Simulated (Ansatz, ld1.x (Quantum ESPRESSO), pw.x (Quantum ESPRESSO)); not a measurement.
**tungsten: one change to the TM potential, in the atom and in the sc crystal**

ld1.x (Quantum ESPRESSO) 7.5 input, shortened:

```
&input
   title='W', zed=74., rel=1, dft='PW', iswitch=3,
   config='[Xe] 4f14 5d4 5f-2 6s1.5 6p0.5'
 /
 &inputp
   pseudotype=2, tm=.true., lloc=0,
   nlcc=.false.
 /
4
6P  2  1   0.50   0.00  2.65  2.65  0.0
5D  3  2   4.00   0.00  2.20  2.20  0.0
5F  4  3  -2.00   0.25  2.65  2.65  0.0
6S  1  0   1.50   0.00  2.80  2.80  0.0
 &test
   configts(1)='5d4 6s1.5 6p0.5'
 /
```

Change: core correction a·sin(br)/r model core inside 1.30 bohr.

Cutoffs, loose and tight: the cutoffs (Ry, on a coarse ladder) from which the occupation-weighted sum of valence levels, in a spherical-Bessel basis at the reference potential, stays within 10 and 1 mRy of its value at 400 Ry. They do not see the model core or the augmentation charge, which bear on the density cutoff. Test errors are all-electron minus pseudo excitation energies from the reference, over the configurations 5d4 6s2 6p0; 5d4 6s1 6p0; 5d4 6s0 6p0; 5d4 6s0 6p2; 5d4.5 6s1.5 6p0; 5d4 6s1.5 6p0; 5d4 6s0 6p1 (two spin-polarised tests are not counted in the largest error); variants that change the core or the reference have their own tests.

Crystal test: sc W in pw.x 7.5, no spin, 13³ k-points, Fermi–Dirac smearing 0.01 Ry, cutoffs set for each file from its atomic test. The reference is all-electron LAPW (Ansatz 0.2.0) with the same functional, mesh and smearing; V0 and B0 come from Birch–Murnaghan fits to the pressures at five volumes. Errors are pseudo minus all-electron; Δ is the rms difference of the E(V) curves that follow from these fits, minima aligned, over ±6 % about the mean V0. Mesh and smearing are coarse, so the numbers serve the comparison and aren't converged zero-temperature values; the lattice is a test structure that the element need not adopt.

All-electron: a0 = 2.590 Å (V0 = 17.36 Å³/atom), B0 = 240.5 GPa.

Task: Does the change bring the crystal closer to the all-electron result?

Result: The mean pressure error goes from -5.25 to +0.48 GPa, so the change moves the solid closer to the all-electron pressures.

| quantity | base | changed |
| --- | --- | --- |
| outcome (atom) | generated | generated |
| cutoff, loose (atom) | 30 Ry | 30 Ry |
| cutoff, tight (atom) | 35 Ry | 35 Ry |
| bound ghosts (atom) | none | none |
| largest test error (meV) (atom) | +24 | -35 |
| cutoffs in pw.x (Ry) | 45/180 | 50/200 |
| a0 (Å) | 2.568 | 2.591 |
| a0 error (%) | -0.81 | +0.07 |
| B0 error (%) | -3.5 | -2.8 |
| Δ (meV/atom) | 22.1 | 1.8 |
| mean pressure error (GPa) | -5.25 | +0.48 |

Base: The largest radius (2.80 bohr) exceeds half the bond length (2.45 bohr), so the spheres overlap, which is one possible source of error among others. This is a poor potential for the solid. Changed file: The largest radius (2.80 bohr) exceeds half the bond length (2.45 bohr), so the spheres overlap, which is one possible source of error among others. The atomic cutoffs weigh occupied waves only.
